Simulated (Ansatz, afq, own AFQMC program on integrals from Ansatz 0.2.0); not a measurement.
BGeH2, quartet: AFQMC among the cluster methods

```xyz
4

Ge    0.0000    0.0000    0.1736
B     0.0000    0.0000   -1.3644
H     0.0000    1.2593    1.0627
H     0.0000   -1.2593    1.0627
```

Connectivity, by distances: GeH2–B.

Basis cc-pVDZ. Noble-gas cores (and the filled d shells of Ga–Kr and In–Xe) are frozen. Ansatz 0.2.0 and our own AFQMC program on the same integrals; the CISD trial comes from CCSD amplitudes, and released means the phaseless constraint is let go. Uncertainties: one standard error, sampling alone. No spin–orbit coupling.

Determinant: UHF, the one that the program's search chose, which needn't be the lowest solution. The geometry is a point of a scan.

No full CI on the walks' own integrals is used here; CCSDT(Q) serves as the reference and is uncertain by about the last step of the cluster series.

Cautions: no relativity below Rb; no spin-orbit coupling; inner d shell frozen; lower spins were not checked.

The T1 diagnostic is 0.0174 and the weight of the determinant in the CISD state is 0.908. The ⟨S²⟩ of the determinant is 3.754. The size of the correlated space is 9 electrons in 36 orbitals.

```
  level  correlation energy (eV)
    MP2                  -3.1871
   CCSD                  -4.0000
CCSD(T)                  -4.1037
```

Problem. Estimate where AFQMC with the constraint released lies against CCSD(T) on the same integrals.

Solution. 3.8 ± 0.8 kJ/mol below CCSD(T).

Reference: CCSDT(Q), correlation energy -4.133 eV. The released energy is read at 2.40 1/Eh (meV from the phaseless value at times in 1/Eh: -1 ± 9 at 0.24, 3 ± 8 at 0.51, 0 ± 7 at 0.99, -4 ± 9 at 1.62, -8 ± 9 at 2.40).

```csv
level,E − E(reference) (kJ/mol),share of correlation (%)
CCSD(T),2.9,99.28
CCSDT,0.4,99.90
ph-AFQMC/CISD,-0.2 ± 0.7,100.05
released AFQMC,-1.0 ± 0.8,100.25
```

A walk keeps the symmetry of its determinant, which the program's search chose and which needn't be the lowest solution, so a lower state of the same spin and another symmetry isn't excluded. Released energies are given only where the last usable release times agree within the noise; a slower fall can still hide under it.
